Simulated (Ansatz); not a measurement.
# BH3O2: ladder of basis sets from a Python script

How does the energy of BH3O2 converge with the basis? The task is a ladder of basis sets, for BH3O2. SMILES: OBO.

Computed with the Python package of Ansatz 0.2.0. The levels of theory stand in the script.

## Step 1: The structure

Bond lengths: O1–B2 1.427 Å, B2–O3 1.437 Å, O1–H4 1.017 Å, B2–H5 1.196 Å, O3–H6 1.000 Å. Angles: O1–B2–O3 118.6°, O1–B2–H5 120.3°, O3–B2–H5 121.0°, B2–O1–H4 99.6°, B2–O3–H6 106.4°.

The script holds or builds the structure itself.

## Step 2: The script

The input, basis_bh3o2.py:

```python
'''How the energy of BH3O2 converges with the basis.'''

import ansatz

LEVEL = 'mp2'


def main() -> None:
    geometry_ang = [
        ('O', (-1.0025, -0.7405, -0.5367)),
        ('B', (0.2835, -0.1621, -0.3177)),
        ('O', (0.8388, -0.2034, 1.0066)),
        ('H', (-1.5833, 0.0843, -0.4054)),
        ('H', (0.9052, 0.2919, -1.2326)),
        ('H', (0.6004, 0.6657, 1.4396)),
    ]
    system = ansatz.Crystal.molecule()
    for symbol, xyz in geometry_ang:
        system = system.atom(symbol, xyz)

    calculation = system.calculation().correlation(LEVEL)

    energies = {}
    for basis in ['cc-pVDZ', 'cc-pVTZ']:
        rep = calculation.basis(gaussian=basis).run(threads=1).report
        size = rep['n_frozen'] + rep['n_occupied'][0] + rep['n_virtual'][0]
        energies[basis] = (rep['reference_energy_ev'] / 27.211386246, rep['free_energy_ev'] / 27.211386246)
        print(f'{basis:14s} {size:4d} orbitals  reference {energies[basis][0]:14.6f} Ha  total {energies[basis][1]:14.6f} Ha')

    # two-point extrapolation: the basis-set error of the correlation energy falls as X^-3
    small, large = (energies[b][1] - energies[b][0] for b in ('cc-pVDZ', 'cc-pVTZ'))
    limit = (3 ** 3 * large - 2 ** 3 * small) / (3 ** 3 - 2 ** 3)
    print(f'correlation energy: {small:.6f} and {large:.6f} Ha, extrapolated {limit:.6f} Ha')
    print(f'share caught by the larger set: {100 * large / limit:.1f} %')


if __name__ == '__main__':
    main()
```

## Step 3: The input behind the calls

The engine receives this input (first run):

```yaml
crystal:
  periodic: [false, false, false]
  atoms:
    - { symbol: O, position_ang: [-1.0025, -0.7405, -0.5367] }
    - { symbol: B, position_ang: [0.2835, -0.1621, -0.3177] }
    - { symbol: O, position_ang: [0.8388, -0.2034, 1.0066] }
    - { symbol: H, position_ang: [-1.5833, 0.0843, -0.4054] }
    - { symbol: H, position_ang: [0.9052, 0.2919, -1.2326] }
    - { symbol: H, position_ang: [0.6004, 0.6657, 1.4396] }
basis:
  gaussian:
    orbitals: cc-pVDZ
correlation:
  method: mp2
```

## Step 4: Launch

On the command line:

```console
> python basis_bh3o2.py
```

What it wrote:

```text
cc-pVDZ          57 orbitals  reference    -176.221102 Ha  total    -176.686638 Ha
cc-pVTZ         132 orbitals  reference    -176.282422 Ha  total    -176.873095 Ha
correlation energy: -0.465536 and -0.590673 Ha, extrapolated -0.643363 Ha
share caught by the larger set: 91.8 %
```

Run time: 1.7 s. Hardware: 1 thread of Intel Xeon Platinum 8488C (Sapphire Rapids), shared host; peak memory 0.24 GiB.

## Step 5: What changed from run to run

The engine's inputs for the other runs:

Run 2, against run 1:

```diff
@@ -12 +12 @@
-    orbitals: cc-pVDZ
+    orbitals: cc-pVTZ
```

## Step 6: Run by run

From the records of these 2 runs:

```csv
run,basis,energy (eV),iterations in all,CPU time (s)
1,cc-pVDZ,-4807.8883,12,0.22
2,cc-pVTZ,-4812.9621,11,1
```

Correlation energies (total less mean field):

```csv
basis,correlation (eV),share of the last,miss against the last (eV),CPU time (s)
cc-pVDZ,-12.668,78.8 %,+3.405,0.22
cc-pVTZ,-16.073,100.0 %,+0.000,1
```

## Step 7: Summary of results

| quantity | value |
| --- | --- |
| extrapolated correlation energy | -0.643363 Ha |
| runs compared | 2 |
| correlation energy, last run | -16.073 eV |

What this shows: Against cc-pVDZ: cc-pVTZ -186.5 mHa. The last step alone is -186.46 mHa. Notes:
- Total energies depend on the basis set; only differences at equal settings carry meaning.
- The geometry is a force-field or estimated start, not a minimum of this method, and the last set is no limit.
- Inner cores stay frozen, so this is valence correlation.
- An extrapolation from small basis sets is rough.
